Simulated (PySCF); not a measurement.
Gas-phase reaction: Al(CH3)2NH2 + 2 CH3CN ⇌ AlH3.NH3 + N2 + 2 C3H4 (cyclic)

Energies from PySCF, thermal terms from the rigid-rotor harmonic-oscillator model, ideal gas at 1 bar. † marks an energy on the PBE0/def2-TZVP geometry and frequencies; other levels use their own. CCSD(T) freezes the core. All species are closed-shell singlets. Adducts (AlH3.NH3) have no counterpoise correction, and HF, PBE, BLYP, B3LYP and PBE0 lack dispersion. Methyl groups turn as free rotors in Al(CH3)2NH2. Al(CH3)2NH2, AlH3.NH3: computed as isolated molecules; such fragments, hydroxides, amides, oligomers or adducts are transient or little studied in the gas. CCSD(T) isn't extrapolated to the basis-set limit. The harmonic model lacks anharmonicity and excited electronic states, which grow with temperature; levels with a mode under 35 cm⁻¹ are left out.

```json
[
 {"level": "BLYP/def2-TZVP†", "ΔE electronic, kJ": "547", "ΔH°(298 K), kJ": "521", "ΔS°(298 K), J/K": "117", "ΔG°(2000 K), kJ": "281"},
 {"level": "CCSD(T)/def2-SVP†", "ΔE electronic, kJ": "498", "ΔH°(298 K), kJ": "472", "ΔS°(298 K), J/K": "117", "ΔG°(2000 K), kJ": "232"},
 {"level": "HF/def2-TZVP†", "ΔE electronic, kJ": "532", "ΔH°(298 K), kJ": "507", "ΔS°(298 K), J/K": "117", "ΔG°(2000 K), kJ": "266"},
 {"level": "M06-2X/def2-TZVP†", "ΔE electronic, kJ": "543", "ΔH°(298 K), kJ": "518", "ΔS°(298 K), J/K": "117", "ΔG°(2000 K), kJ": "277"},
 {"level": "PBE0/def2-SVP†", "ΔE electronic, kJ": "518", "ΔH°(298 K), kJ": "493", "ΔS°(298 K), J/K": "117", "ΔG°(2000 K), kJ": "252"},
 {"level": "PBE0/def2-TZVP", "ΔE electronic, kJ": "539", "ΔH°(298 K), kJ": "513", "ΔS°(298 K), J/K": "117", "ΔG°(2000 K), kJ": "273"},
 {"level": "LDA/def2-TZVP†", "ΔE electronic, kJ": "558", "ΔH°(298 K), kJ": "533", "ΔS°(298 K), J/K": "117", "ΔG°(2000 K), kJ": "292"},
 {"level": "ωB97M-V/def2-TZVP†", "ΔE electronic, kJ": "543", "ΔH°(298 K), kJ": "517", "ΔS°(298 K), J/K": "117", "ΔG°(2000 K), kJ": "277"}
]
```
ΔH° is lowest at CCSD(T)/def2-SVP† and highest at LDA/def2-TZVP†. No reference value is set beside these.
